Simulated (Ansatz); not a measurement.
Rhombohedral A7 As was calculated with PBE0 in Ansatz (plane waves, PAW).

The input as run:

Ansatz 0.2 input:
```yaml
crystal:
  lattice:
    - [1.87995, 1.08539, 3.515267]
    - [-1.87995, 1.08539, 3.515267]
    - [0.0, -2.170779, 3.515267]
  atoms:
    - { symbol: As, position: [0.22754, 0.22754, 0.22754] }
    - { symbol: As, position: [0.77246, 0.77246, 0.77246] }
basis:
  ecutwfc: 460
  ecutrho_ratio: 4
  xc_grid: 2
kpoints:
  mp_grid: { grid: [10, 10, 10] }
hamiltonian:
  xc: pbe0
  dispersion: none
  pseudopotentials: { kind: paw }
scf:
  occupations: { method: fermi_dirac, width: 0.05 }
  convergence: { dr2_threshold: 0.0000000002 }
output:
  forces: true
  stress: true
  eigenvalues: true
```

Question: How many irreducible k-points, plane waves at Γ does the program set up, and what pressure does the run end with?

Answer: 116 irreducible k-points, 967 plane waves at Γ; P = 0.14 GPa, so the cell is compressed on average and its volume would grow at this level.

The run printed, among other lines:

```
WARN output.stress: scf.exx.energy_threshold = 1e-6 eV is looser than the 2e-8 eV advised for a stress under a hybrid functional (1e-8 eV for each atom of the …
Crystal: 2 atoms, lattice volume = 43.037 Å³
Basis set: ecut = 460 eV, 967 PW (Γ), exchange–correlation on 60×60×60 points (8 copies of the dense FFT grid, shifted against one another)
Bands: 19, of which v1, the nominal top of the filled ones, is band 15 counted from 1 (14 counted from 0)
Symmetry: 12 space group operations
Space group: R-3m (ITA 166), of the structure as read, at distance tolerance 3.5e-5 Å
k-points: 116 of 1000
Functional: x = pbe(κ = 0.804, μ = 0.2195149727645171), c = pbe(β = 0.06672455060314922), warm-up for x = 0.75 pbe(κ = 0.804, μ = 0.2195149727645171) + 0.25 exact, c = pbe(β = 0.06672455060314922)
SCF iter   1: F=—  HF=-9712.261374 eV  |F-HF|=—  |Δ(HF+E_count)|=         —  Δρ=1.61e-3  dr2=9.45e-4
SCF iter   2: F=—  HF=-9712.261609 eV  |F-HF|=—  |Δ(HF+E_count)|=   2.35e-4  Δρ=9.05e-4  dr2=3.30e-4
  ...
SCF 1 converged in 9 iterations: F = -9712.261711 eV  dr2 = 3.28e-11
Crystal: 2 atoms, lattice volume = 43.037 Å³
Initial density: handed on by an earlier stage of this run
Functional: x = 0.75 pbe(κ = 0.804, μ = 0.2195149727645171) + 0.25 exact, c = pbe(β = 0.06672455060314922)
SCF 2 converged in 8 iterations: F = -9714.332053 eV  dr2 = 3.96e-12
Crystal: 2 atoms, lattice volume = 43.037 Å³
Crystal: 2 atoms, lattice volume = 43.037 Å³
SCF iter   9: F=—  HF=-9714.345266 eV  |F-HF|=—  |Δ(HF+E_count)|=   4.85e-9  Δρ=5.95e-7  dr2=3.59e-10
SCF iter  10: F=-9714.345266 eV  HF=-9714.345266 eV  |F-HF|=9.09e-11  |Δ(HF+E_count)|=  5.66e-10  Δρ=3.22e-7  dr2=9.43e-11
SCF 4 converged in 10 iterations: F = -9714.345266 eV  dr2 = 9.43e-11
Free energy (F): -9714.345266 eV
Internal energy: -9714.344654 eV  (E = F + TS)
E sigma→0 (E₀):  -9714.344960 eV
Fermi energy:    11.114160 eV
--- Forces (eV/Å), atoms counted from 1 ---
  atom   1  As     0.00000000    -0.00000001    -0.21740044
  atom   2  As    -0.00000000     0.00000001     0.21740044
--- Stress (GPa, compression-positive) ---
       -0.068700      -0.000000      -0.000000
       -0.000000      -0.068700       0.000000
       -0.000000       0.000000       0.557744
  P = ⅓ Tr σ = 0.1401 GPa (1.401 kbar)
```

The PAW data were made under PBE.

Note: the run warned that the count of filled bands differs between k points. Note: cell and atoms aren't relaxed at this level (largest force component 0.22 eV/Å).

Computing time: about 7 core-minutes (a rough figure).

Ansatz is a program for electronic structure.
